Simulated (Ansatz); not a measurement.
**CH₂F₂O: up Jacob's ladder to CCSD(T)**

One table from this session's results is given with a row withheld; the runs are named, their logs left out.

Computed with Ansatz 0.2.0, Gaussian basis. Level: functionals in def2-TZVPP, the program's frozen cores in correlated methods.

Plan: LDA (SPW92), PBE-D4, revPBE-D4, BLYP-D4, r2SCAN-D4, B97M-V, PBE0-D4, B3LYP-D4, r2SCANh-D4, r2SCAN0-D4, HSE06-D4, BHLYP-D4, CAM-B3LYP-D4, LC-ωPBE, ωB97X-V, ωB97M-V, B2PLYP, PBE-QIDH; CCSD(T)/def2-SVP; CCSD(T)/def2-TZVPP; MP2/def2-QZVPP; extrapolation to the limit; RPA on PBE.

## The geometry

The geometry comes from an earlier relaxation with PBE0-D4 in a triple-zeta def2 set; it is a stationary point.

SMILES `OC(F)F`, 6 atoms, charge 0, spin multiplicity 1.

Atoms are counted from 1 here; the program's logs count them from 0.

Bond lengths: O1–C2 1.346 Å, O1–H5 0.966 Å, C2–F3 1.356 Å, C2–F4 1.356 Å, C2–H6 1.091 Å. Angles: C2–O1–H5 108.8°, O1–C2–F3 111.4°, O1–C2–F4 111.4°, O1–C2–H6 109.4°, F3–C2–F4 105.7°, F3–C2–H6 109.4°, F4–C2–H6 109.4°.

The first run:

The input, in.yaml:

```yaml
crystal:
  periodic: [false, false, false]
  atoms:
    - {symbol: O, position_ang: [0.095144, 0.985569, -0.438472]}
    - {symbol: C, position_ang: [0.060627, -0.137782, 0.302162]}
    - {symbol: F, position_ang: [0.876291, -1.092549, -0.208235]}
    - {symbol: F, position_ang: [-1.179730, -0.684347, 0.315094]}
    - {symbol: H, position_ang: [-0.176574, 0.772908, -1.340283]}
    - {symbol: H, position_ang: [0.366242, 0.092103, 1.323534]}
basis:
  gaussian: {orbitals: def2-TZVPP}
hamiltonian: {xc: lda}
output: {orbitals: {seedname: orbitals}}
```

Steps of the session up to this table: LDA; PBE-D4 (GGA); revPBE-D4 (GGA); BLYP-D4 (GGA); r2SCAN-D4 (meta-GGA); B97M-V (meta-GGA); PBE0-D4 (hybrid); B3LYP-D4 (hybrid); r2SCANh-D4 (hybrid); r2SCAN0-D4 (hybrid); HSE06-D4 (hybrid); BHLYP-D4 (hybrid); CAM-B3LYP-D4 (range-separated); LC-ωPBE-D4 (range-separated; the results give it without D4); ωB97X-V (range-separated); ωB97M-V (range-separated); B2PLYP (double hybrid); PBE-QIDH (double hybrid).

One table of the session follows, with a row left open; its other results are not shown here.

It belongs to the step «Orbital energies across the functionals». 

```
  functional  HOMO (eV)  LUMO (eV)  gap (eV)
 LDA (SPW92)      -8.35       0.09      8.45
      PBE-D4      -8.12       0.20      8.33
   revPBE-D4      -8.04       0.25      8.29
     BLYP-D4      -8.06       0.10      8.16
   r2SCAN-D4      -8.58       1.02      9.60
      B97M-V      -8.73       0.53      9.26
     PBE0-D4     -10.06       1.12     11.17
    B3LYP-D4      -9.77       0.68     10.45
  r2SCANh-D4      -9.30       1.29     10.59
  r2SCAN0-D4          ?          ?         ?
    HSE06-D4      -9.64       0.75     10.39
    BHLYP-D4     -11.95       1.71     13.66
CAM-B3LYP-D4     -11.63       1.84     13.47
     LC-ωPBE     -12.97       3.25     16.21
     ωB97X-V     -12.62       3.07     15.69
     ωB97M-V     -12.57       2.56     15.13
```

Estimate the missing values for r2SCAN0-D4.

Worked estimate for «HOMO (eV)». Against the share of exact exchange, r2SCAN-D4 (0, -8.58), r2SCANh-D4 (0.1, -9.30) give a slope of -7.20 per unit share; at 0.25 the line stands at -10.38.

**Answer.** HOMO (eV): -10.39; LUMO (eV): 1.67; gap (eV): 12.06. In «HOMO (eV)» the line misses by +0.01.
